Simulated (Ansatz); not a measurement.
**AsH⁻, quartet: the ladder up to full CI**

Geometry: that of the AsH⁻, doublet, kept fixed. The doublet lies 1.6 eV lower here.

```xyz
2

As    0.0000    0.0000    0.0000
H     0.0000    0.0000    1.5478
```

Basis aug-cc-pVDZ; Ansatz 0.2.0. Only valence electrons are correlated (noble-gas cores and the filled d shells of p-block atoms frozen), which leaves 7 electrons in 31 orbitals. Prefix R: restricted or restricted open-shell reference; prefix U: unrestricted. Active spaces: valence = (7e, 5o) chosen from the atoms' valence shells. No spin–orbit coupling is included, and no scalar relativity. This anion state lies near or above the neutral species, so the extra electron is weakly bound or unbound and the energies hang on the diffuse functions.

Full CI is exact within this basis and frozen core; it isn't the basis-set limit. The frozen core follows each run's orbitals, which can shift R against U totals by a few meV for light atoms and by up to 0.1 eV past Ca.

For open shells CISD and CISDTQ are restricted-active-space CI with the open shells as a complete middle space.

```
UHF ⟨S²⟩                          : 3.769
T1 diagnostic (RCCSD)             : 0.0335
largest doubles amplitude (RCCSD) : 0.070
```

| level | E − E(full CI) (mEh) | share of correlation (%) | wall time |
| --- | --- | --- | --- |
| RHF | 116.80 | 0.00 | – |
| RMP2 | 24.97 | 78.62 | – |
| CISD | 7.85 | 93.28 | 2.5 s |
| RCCSD | 3.99 | 96.59 | – |
| RCCSD(T) | 0.84 | 99.28 | 5.5 s |
| BCCD(T) | 0.82 | 99.30 | 5 s |
| RCCSDT | 0.15 | 99.87 | – |
| CISDTQ | 0.13 | 99.89 | 14 s (H100) |
| RCCSDT(Q) | 0.01 | 99.99 | 9.5 s |
| RCCSDTQ | -0.01 | 100.01 | 17 s (H100) |
| CASSCF (valence space) | 116.80 | 0.00 | – |
| NEVPT2 (valence space) | 34.75 | 70.25 | 2.8 s |
| MRCISD (valence space) | 8.66 | 92.58 | – |
| MRCISD+Q (valence space) | -0.03 | 100.03 | 2.9 s |

The correlation energy at full CI, counted from RHF, is -3.178 eV. That run took 41 s on 2 threads of AMD EPYC 7R13 with a shared H100 80 GB, shared host over 19,779,697 determinants.

Run but not shown, since their state or frozen core can't be matched to the reference's or they repeat it: UHF, UMP2, UCCSD, UCCSD(T), UCCSDT, UCCSDT(Q), UCCSDTQ.

Times hold each run's SCF and search for its determinant on a shared host, so for small cases they say little of a method's own cost; rows without a card ran on 1 thread of AMD EPYC 7R13.

The full-CI state has the irrep A2 of C2v, in the program's axes (one component, if the state is degenerate).

Natural occupations of full CI about the gap: 1.956 1.927 0.988 0.988 0.985 0.044 0.015 0.014 0.014 0.012; effectively unpaired electrons, Σ n²(2−n)², 3.04.
